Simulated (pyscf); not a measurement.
Optimised with ωB97X-D3(BJ)/def2-SVP in PySCF.

Q: For the elementary gas-phase step `[CH3]` [doublet] + `[CH3][SiH2][Cl]` → `[CH4]` + `[CH3][SiH][Cl]` [doublet] (doublet surface; H–Si broken, C–H formed), what barrier and reaction energy does r²SCAN/def2-TZVP give, measured from the separated reactants?

A: ΔE‡ = 5.6 kcal/mol, ΔE = -15.4 kcal/mol. ωB97M-D3(BJ)/def2-TZVP gives 8.0 kcal/mol and -14.8 kcal/mol. Zero-point energy shifts the barrier by +0.1 kcal/mol. It is a hydrogen abstraction, with an imaginary mode of 1047i cm⁻¹. One saddle was located; it need not be the lowest between these sides. The angle at the transferred H is 171°.
